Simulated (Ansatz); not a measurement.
# BSiO (doublet): from Hartree-Fock to the top rungs, cc-pVTZ

How much of the correlation energy of BSiO (doublet) does each wave-function method recover here?

Program: Ansatz 0.2.0, Gaussian basis. Level of theory: cc-pVTZ, core rule «outside noble gas», up to 7 orbitals frozen. These are calculated values, not measurements.

To be run: UHF; CCSD(T) on ROHF; CCSD(T) on UHF; BCCD(T) on ROHF; CCSDT(Q) on ROHF; CCSDT(Q) on UHF.

7 further runs of the same task are left out: 2 for a known fault of the program, 5 set aside as unsound or not needed.

## 1. What is computed

The geometry is a PBE0/def2-TZVP stationary point (not a proven minimum).

3 atoms, charge 0, spin multiplicity 2.

Atoms are counted from 1 here; the program's logs count them from 0.

Bond lengths: B1–O2 1.292 Å, O2–Si3 1.680 Å. Angles: B1–O2–Si3 180.0°.

## 2. UHF

The input, in.yaml:

```yaml
crystal:
  periodic: [false, false, false]
  atoms:
    - {symbol: B, position_ang: [0.000000, 0.000000, -1.421400]}
    - {symbol: O, position_ang: [0.000000, 0.000000, -0.129200]}
    - {symbol: Si, position_ang: [0.000000, 0.000000, 1.550600]}
basis:
  gaussian: {orbitals: cc-pVTZ}
magnetization: {spin_polarized: true, initial_magnetization: 1}
hamiltonian: {xc: hf}
output: {orbitals: {seedname: orbitals}}
```

On the command line:

```bash
$ ansatz run in.yaml --threads 1 --pin off --events-out ev --progress --plain --max-ram 4096MiB --backend cpu
```

After this run come: CCSD(T) on ROHF; CCSD(T) on UHF; BCCD(T) on ROHF; CCSDT(Q) on ROHF; CCSDT(Q) on UHF.

**Question.** What will the summary of the whole plan be? Wanted: UCCSDT(Q) below the RHF energy; RMP2 from UCCSDT(Q); UMP2 from UCCSDT(Q); RCCSD from UCCSDT(Q); RCCSD(T) from UCCSDT(Q); UCCSD(T) from UCCSDT(Q); RCCSDT(Q) from UCCSDT(Q); T1 diagnostic.

As calculated:

| quantity | value |
| --- | --- |
| UCCSDT(Q) below the RHF energy | -11.4083 eV |
| RMP2 from UCCSDT(Q) | +27.42 kcal/mol |
| UMP2 from UCCSDT(Q) | +27.99 kcal/mol |
| RCCSD from UCCSDT(Q) | +11.91 kcal/mol |
| RCCSD(T) from UCCSDT(Q) | +1.08 kcal/mol |
| UCCSD(T) from UCCSDT(Q) | +1.08 kcal/mol |
| RCCSDT(Q) from UCCSDT(Q) | +0.09 kcal/mol |
| levels within 1 kcal/mol (43 meV) | BCCD(T), RCCSDT, UCCSDT, RCCSDT(Q) |
| T1 diagnostic | 0.022 |

What this shows: RCCSD(T) misses by +1.08 kcal/mol, 0.4 % of the correlation energy. These misses are within one basis, not against nature; the frozen cores of restricted and unrestricted runs differ, which can shift their rows.
